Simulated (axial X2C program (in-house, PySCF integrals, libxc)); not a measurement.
## Testing model relations on OF

A bond curve at the PBE0 level, with spin–orbit coupling, was computed with an in-house relativistic program for diatomic molecules (basis F dyall-av3z [7s6p3d2f], O dyall-av3z [7s6p3d2f] (cores contracted in-house)) for the state Ω = 3/2 (⟨Sz⟩ = 0.50, ⟨Lz⟩ = 1.00 at PBE0). Its fit gives Re = 1.3280 Å, ωe = 1177.5 cm⁻¹, ωexe = 7.38 cm⁻¹ and αe = 1.092e-02 cm⁻¹; the masses are 18.9984 and 15.9949 u. Two-component means X2C with spin–orbit coupling and atomic mean-field Coulomb and Gaunt terms.

Find the reduced mass, Be and the force constant.

From the PBE0 values: μ = 8.6839 u. Be = 16.8576/(μ Re²) = 1.101 cm⁻¹. k = 5.8918×10⁻⁷ μ ωe² = 7.09 mdyn/Å.

Estimate the centrifugal constant by the Kratzer relation.

D = 4Be³/ωe² = 3.85e-06 cm⁻¹.

Where do the fundamental and the first overtone lie?

ν(1←0) = ωe − 2ωexe = 1162.7 cm⁻¹; ν(2←0) = 2ωe − 6ωexe = 2310.7 cm⁻¹.

A Morse curve ties αe to the other constants (Pekeris). How well does that hold?

αe(Morse) = 6Be²/ωe × (√(ωexe/Be) − 1) = 9.812e-03 cm⁻¹; the PBE0 curve gives 1.092e-02 cm⁻¹, a ratio of 0.90.

The dipole moment p changes by 3.20 D/Å at Re. What harmonic infrared intensity follows?

I = 42.256 × (dp/dR)²/μ = 50 km/mol.

One determinant describes the state; a PBE0 search over occupations chose it and may have missed a lower one. Density functionals use the spin component along the axis (collinear). Without a current term, density functionals place determinants with orbital angular momentum somewhat too high.
